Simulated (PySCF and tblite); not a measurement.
Values are calculated unless marked as measured or tabulated.
Trichloromonofluoromethane, CCl3F, numbered as in [F:1][C:2]([Cl:3])([Cl:4])[Cl:5].

GFN2-xTB molecular dynamics (tblite; Langevin, friction 0.005 fs⁻¹, 1.5 fs steps, hydrogen mass 4 u): 400 + 8000 steps at each temperature, started from the lowest conformer, nuclei classical.

GIAO shieldings at KT2/pcSseg-1 (IEF-PCM, dichloromethane) (PySCF) on 19 frames a temperature; like atoms are averaged, and of two unlike H on one atom a is the less shielded at the minimum.

(1) How far do thermal motions move the shieldings from their values at the minimum?

(2) What do the single frames at 600 K give for F1?

Changes within two standard errors are not significant.

The study took 5 min on 1 thread of Arm Neoverse V2 (shared host) (rough), peak memory 0.5 GiB, launched as `OMP_NUM_THREADS=1 python ens_run.py task.json out`.

Results:

(1) 
```tsv
signal	σ at minimum (ppm)	Δσ, 200 K	Δσ, 400 K	Δσ, 600 K
F1	134.5	-8.6 ± 3.5	-16.1 ± 3.4	-20.8 ± 7.3
C2	37.9	-2.0 ± 1.0	-3.7 ± 1.1	-2.4 ± 1.6
Cl3/Cl4/Cl5	353.0	-19.2 ± 6.6	-32.9 ± 8.2	-33.5 ± 10.3
```

Errors are standard errors over frames. Zero-point motion is missing, and a reference compound would move too.

(2) 
```csv
t (fs),"V above the minimum, tight binding (kcal/mol)","E above it, DFT (kcal/mol)",torsions (°),σ (ppm)
915,3.7,4.6,none,110.8
1546,4.8,6.3,none,132.9
2178,11.2,14.0,none,152.5
2810,6.5,7.5,none,42.4
3441,3.5,4.3,none,114.1
4074,4.4,5.8,none,137.7
4706,4.2,5.4,none,120.2
5337,3.9,5.0,none,127.8
5968,7.3,8.3,none,79.4
6600,11.5,14.0,none,80.1
7232,6.4,7.6,none,68.4
7863,4.5,5.6,none,119.7
8494,5.4,6.5,none,98.7
9126,4.3,5.1,none,116.6
9759,7.2,9.6,none,180.8
10390,5.0,6.2,none,103.5
11022,4.2,5.0,none,120.0
11654,1.5,1.7,none,108.8
12285,5.5,7.5,none,147.6
```
